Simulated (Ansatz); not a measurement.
This script makes vertical spin-state energies of C2H7Si, SMILES CC[SiH2] with Ansatz 0.2.0, Python API.

The script reads `c2h7si.xyz`:
```text
10

C    -0.76900    0.48530   -0.62870
C    -0.15660   -0.72650   -0.08810
Si    1.28540   -0.43300    1.00880
H    -1.59190    0.26850   -1.28040
H    -0.11720    1.11220   -1.26290
H    -1.19310    1.18800    0.16270
H     0.18890   -1.34980   -0.92430
H    -0.86330   -1.28260    0.46160
H     0.91950    0.38710    2.24620
H     2.38030    0.29950    0.30790
```

Script `c2h7si.py`:
```python
'''Gap between spin states of C2H7Si at one geometry.'''

import ansatz

params = {
    'basis_set': 'def2-SVP',
    'xc': 'PBE',
}


def main() -> None:
    c2h7si = ansatz.Crystal.molecule_from_extxyz('c2h7si.xyz')

    job = c2h7si.calculation()
    job = job.basis(gaussian=params['basis_set']).functional(params['xc'])
    found = {}
    for unpaired in [1, 3]:
        summary = job.spin('collinear', total=unpaired).run(threads=1).report
        s = unpaired / 2
        found[unpaired] = summary['free_energy_ev']
        print(f'2S+1 = {unpaired + 1}: E = {found[unpaired]:.5f} eV, <S^2> = {abs(summary["mean_field"]["state"]["spin_squared"]):.3f} (pure state {s * (s + 1):.2f})')
    lowest = min(found, key=found.get)
    for unpaired, e in found.items():
        print(f'multiplicity {unpaired + 1}: {23.060548 * (e - found[lowest]):.1f} kcal/mol above the lowest')


if __name__ == '__main__':
    main()
```

Which spin state is lowest at this geometry, and how far above lie the others?

In order: multiplicity 2 (+0.00 eV) and multiplicity 4 (+7.57 eV), all at the one geometry.

The output:

`python c2h7si.py` gives:
```text
2S+1 = 2: E = -10052.68626 eV, <S^2> = 0.752 (pure state 0.75)
2S+1 = 4: E = -10045.11216 eV, <S^2> = 3.753 (pure state 3.75)
multiplicity 2: 0.0 kcal/mol above the lowest
multiplicity 4: 174.7 kcal/mol above the lowest
```

What to keep in mind:
- The settings weren't tested for convergence.
- The geometry is a force-field or estimated start, not a minimum of this method, and the basis set is short of its limit. All parts are taken at fixed geometry, without zero-point energy.
- The species is open-shell (spin multiplicity 2).
- The whole script took 6.5 s on 1 thread of Intel(R) Xeon(R) 6975P-C (Granite Rapids) (shared host), peak memory 0.21 GiB.
